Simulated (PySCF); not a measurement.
**BF + 3 HF → BH₃ + 2 F₂**

Level: PBE0 in the def2-TZVP basis family, all electrons, no relativity, computed in PySCF with density fitting; open shells unrestricted.

```json
{"species": "BF", "state and structure": "singlet, C∞v, B–F 1.263 Å", "ZPE (kJ/mol)": "8.5", "H(298 K) − H(0) (kJ/mol)": "8.7", "S° (J/(mol K))": "200.6"}
{"species": "HF", "state and structure": "singlet, C∞v, H–F 0.920 Å", "ZPE (kJ/mol)": "24.9", "H(298 K) − H(0) (kJ/mol)": "8.7", "S° (J/(mol K))": "173.6"}
{"species": "BH₃", "state and structure": "singlet, D3h, B–H 1.193 Å (×3)", "ZPE (kJ/mol)": "68.6", "H(298 K) − H(0) (kJ/mol)": "10.1", "S° (J/(mol K))": "188.4"}
{"species": "F₂", "state and structure": "singlet, D∞h, F–F 1.376 Å", "ZPE (kJ/mol)": "6.6", "H(298 K) − H(0) (kJ/mol)": "8.7", "S° (J/(mol K))": "201.9"}
```

Problem. Is the gas-phase reaction uphill or downhill in electronic energy at this level, and by how much?

Solution. At PBE0/def2-TZVP, ΔE = 979.1 kJ/mol, uphill. 

Problem. Add zero-point, thermal and entropy terms for 298.15 K and 1 bar.

Solution. ΔZPE = -1.4 and Δ[H(298) − H(0)] = -7.3 kJ/mol give ΔH° = 970.4 kJ/mol. ΔS° = -129.2 J/(mol K), so ΔG° = 970.4 − 298.15 × (-0.1292) = 1009 kJ/mol.

Only the bonding shown was studied: isomers, or loss of a ligand pair, can lie lower.
